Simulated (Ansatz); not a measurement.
Which YAML input does this script hand to the engine? (Ansatz 0.2.0 through its Python package)

`opt.py`
```python
import itertools
import logging
import sys

import ansatz as az
from ase import Atoms
from ase.data import atomic_numbers, covalent_radii
import numpy as np

logging.basicConfig(stream=sys.stdout, format="[%(levelname)s] %(message)s")
logger = logging.getLogger("run")
logger.setLevel(logging.INFO)

params = {
    "basis": "def2-SVP",
    "method": "mp2",
    "net_charge": -1,
}


def main() -> None:
    atoms = Atoms(["N", "H", "H"], positions=[
        (0.35366, -0.20981, 0.17435),
        (0.12522, 0.8175, 0.15759),
        (-0.47888, -0.60769, -0.33194),
    ])
    molecule = az.Crystal.molecule_from_ase(atoms)

    job = (
        molecule.calculation()
        .basis(gaussian=params["basis"])
        .correlation(params["method"])
        .charge(params["net_charge"])
    )
    symbols = [site.symbol for site in molecule.cartesian_sites]
    start = np.array([site.position_ang for site in molecule.cartesian_sites], dtype=float)
    def progress(event):
        if event["event"] == "relax_step":
            row = event["data"]
            logger.info(f"step {row['step']:3d}  E = {row['lagrangian_ev']:.6f} eV  largest force component {row['allowed_force_max_ev_ang']:.4f} eV/A")


    report = job.relax(force_tolerance=0.005).session().plan().execute(on_event=progress).report
    end = np.array(report["positions_ang"])

    for key in ("converged", "free_energy_ev", "reference_energy_ev", "n_frozen", "n_occupied", "n_virtual"):
        logger.info(f"{key:22s} {report[key]}")

    radius = [covalent_radii[atomic_numbers[s]] for s in symbols]
    span = lambda where, i, j: np.linalg.norm(where[i] - where[j])
    bonded = [(i, j) for i, j in itertools.combinations(range(len(symbols)), 2) if min(span(start, i, j), span(end, i, j)) < 1.2 * (radius[i] + radius[j])]
    logger.info("pair        before    after (A)")
    for i, j in bonded:
        print(f"{symbols[i]}{i}-{symbols[j]}{j}".ljust(10), f"{span(start, i, j):8.4f} {span(end, i, j):8.4f}")


if __name__ == "__main__":
    main()
```

Output of `python opt.py`:
```text
[INFO] step   1  E = -1513.495592 eV  largest force component 0.4979 eV/A
[INFO] step   2  E = -1513.516765 eV  largest force component 0.0769 eV/A
[INFO] step   3  E = -1513.517361 eV  largest force component 0.0204 eV/A
[INFO] step   4  E = -1513.517370 eV  largest force component 0.0064 eV/A
[INFO] step   5  E = -1513.517371 eV  largest force component 0.0000 eV/A
[INFO] converged              True
[INFO] free_energy_ev         -1513.5173708611371
[INFO] reference_energy_ev    -1508.4815460329048
[INFO] n_frozen               1
[INFO] n_occupied             [4, 4]
[INFO] n_virtual              [19, 19]
[INFO] pair        before    after (A)
N0-H1        1.0525   1.0482
N0-H2        1.0525   1.0482
```

`input.yaml`:
```yaml
crystal:
  periodic: [false, false, false]
  atoms:
    - { symbol: "N", position_ang: [0.35366, -0.20981, 0.17435] }
    - { symbol: H, position_ang: [0.12522, 0.8175, 0.15759] }
    - { symbol: H, position_ang: [-0.47888, -0.60769, -0.33194] }
basis:
  gaussian:
    orbitals: def2-SVP
total_charge: -1.0
correlation:
  method: mp2
relax:
  f_tol: 0.005
```

Notes:
- Total energies depend on the basis set; only differences at equal settings carry meaning.
- The end point is the stationary point reached from this start; no frequency run checks that it is a minimum, and the basis set is modest.
- Anions want diffuse functions, which this basis lacks.
- Timing: 0.9 s on 1 thread of AMD EPYC 9B14 (Zen 4) (shared host), peak memory 0.16 GiB.
